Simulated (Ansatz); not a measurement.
A made-up structure of CH6NSi (charge +1), closed shell:

C1  (-0.606, 0.774, -1.371)
Si2  (0.491, -0.934, 0.817)
N3  (-0.135, 0.742, 0.241)
H4  (-0.561, -0.082, -2.034)
H5  (-0.985, 1.692, -1.809)
H6  (-0.078, 1.371, 1.041)
H7  (0.435, -1.861, -0.257)
H8  (-0.279, -1.479, 1.878)
H9  (1.838, -0.899, 1.266)
(Å)

It is relaxed with PBE-D4/def2-SVP and then PBE0-D4/def2-TZVP (Ansatz 0.2.0). Atoms count as bonded within 1.22 times the sum of their covalent radii (H–H: 0.88 Å). The end point is not checked to be a true minimum.

(1) Does its bonding change? (Judge from chemistry; the calculation decides.)

Answers

(1) By the calculation: No: no bond forms or breaks.

Where it ends: The first stage lowers the energy by 3.47 eV in 8 steps. It ends as CH₆NSi ([CH2][NH][SiH3]), total charge +1:
```
atom    x (Å)    y (Å)    z (Å)
  C1  -0.5304   0.7438  -1.1338
 Si2   0.5065  -1.0344   0.7735
  N3  -0.1346   0.5537   0.0599
  H4  -0.5090  -0.0786  -1.8445
  H5  -0.8902   1.7185  -1.4541
  H6  -0.1801   1.3656   0.6757
  H7   0.4214  -1.9415  -0.3848
  H8  -0.4332  -1.3178   1.8721
  H9   1.8703  -0.6858   1.2078
```

Labels in which every atom is bracketed show which atoms are joined, not bond orders.

For scale, one of the runs: PBE0-D4/def2-TZVP relaxation, 135 basis functions, launched by `ansatz run in.yaml --threads 2 --pin off --events-out ev --progress --plain --max-ram 4352MiB`. The run took about 16 s on 2 CPU threads of an Arm Neoverse V2 (shared host).
